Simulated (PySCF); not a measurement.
Molecule: trichlorofluoromethane, CCl3F.

Geometry (Å), atoms numbered from 1 in this order:
```xyz
5

F     0.060   -0.141    1.396
C     0.005   -0.006    0.067
Cl   -0.458    1.661   -0.313
Cl    1.603   -0.371   -0.604
Cl   -1.201   -1.140   -0.563
```

Frames of a GFN2-xTB Langevin trajectory at 200 K; GIAO PBE0/pcSseg-1 shieldings in PySCF, gas phase, non-relativistic; equivalent atoms averaged within each frame.

δ = σ(ref) − σ, references computed at the same level: CFCl3 for 19F (σ = 170.95 ppm); TMS for 13C (σ = 186.93 ppm); 35Cl (σ = 949.78 ppm) vs HCl. The references are static minima.

Problem. How do the shifts (ppm) fluctuate along the trajectory?

Solution. 
```
         time (fs)    F1     C2  Cl3/Cl4/Cl5
optimised geometry   0.0  147.9          563
               250   0.0  147.7          572
               425  32.2  152.1          559
               625   5.4  150.1          576
               800  -5.7  141.0          524
              1000  10.3  146.7          545
    mean of frames   8.4  147.5          555
standard deviation  14.5    4.2           21
```

5 frames give an uncertainty of the mean of about the standard deviation over 2.2 at best, since frames this close in time may not be independent; classical motion lacks zero-point vibration, and the reference would need the same averaging.
